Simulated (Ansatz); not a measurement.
Worked example: the step energy

An elementary step of CH8Si2, singlet (Si₂H₄ ([SiH][SiH3]) + CH₄ → CH₈Si₂ ([CH3][SiH2][SiH3]); H–C broken or loosened, Si–H, Si–C formed or tightened). “Start” and “end” are the PBE0-D4/def2-TZVP structures reached by relaxing down either side of its saddle point, with the molecules still in contact.

Computed with Ansatz 0.2.0 (basis: def2-TZVPP and def2-QZVPP); correlated methods freeze the cores.

Energies in eV:

| quantity | end | start |
| --- | --- | --- |
| Hartree–Fock, triple zeta (X = 3) | -16882.67928 | -16880.33821 |
| Hartree–Fock, quadruple zeta (X = 4) | -16883.22472 | -16880.87354 |
| MP2 correlation, X = 3 | -12.00063 | -12.04799 |
| MP2 correlation, X = 4 | -12.81079 | -12.84488 |
| CCSD(T) correlation, X = 3 | -14.08082 | -14.26635 |

Question: Work out the step energy at the basis limit: extrapolate Hartree–Fock as E(X) = E∞ + A exp(−7.88 √X) and the MP2 correlation as E(X) = E∞ + B X^−2.97 (the exponents that Neese and Valeev fitted for def2-TZVPP and QZVPP), then add CCSD(T) − MP2 in triple zeta.

Answer: Each step is linear, so take the differences first (end − start): Hartree–Fock -2.34107 (X = 3) and -2.35118 (X = 4); MP2 correlation 0.04736 and 0.03409; CCSD(T) correlation 0.18553.
Two points give E∞ = E(4) + w [E(4) − E(3)], with w = 1/(exp(7.88 (2 − √3)) − 1) = 0.1377 for Hartree–Fock and w = 1/((4/3)^2.97 − 1) = 0.7407 for the correlation.
Hartree–Fock: -2.35118 + 0.1377 × (-0.01011) = -2.3526 eV.
MP2 correlation: 0.03409 + 0.7407 × (-0.01327) = 0.0243 eV.
CCSD(T) − MP2: 0.18553 − 0.04736 = 0.1382 eV.
Sum: -2.3526 + 0.0243 + 0.1382 = -2.1901 eV, or -50.50 kcal/mol. Plain CCSD(T) in triple zeta gives -2.1555 eV, so the larger basis shifts the result by -0.0346 eV.

The T1 diagnostic stays at or below 0.014. The restricted Hartree–Fock reference is unstable towards an unrestricted one at one or more of these structures.

Losses and insertions of silylenes and their heavier kin drive the gas-phase chemistry of silicon and germanium vapour deposition.

Labels in which every atom is bracketed show which atoms are joined, not bond orders.

For scale, one of the runs: CCSD(T)/def2-TZVPP, 227 basis functions, launched by `ansatz run in.yaml --threads 4 --pin off --events-out ev --progress --plain --max-ram 9574MiB`. The run took 29 s on 4 CPU threads of an Arm Neoverse V2 (shared host), with 3.5 GiB of host memory at its peak.
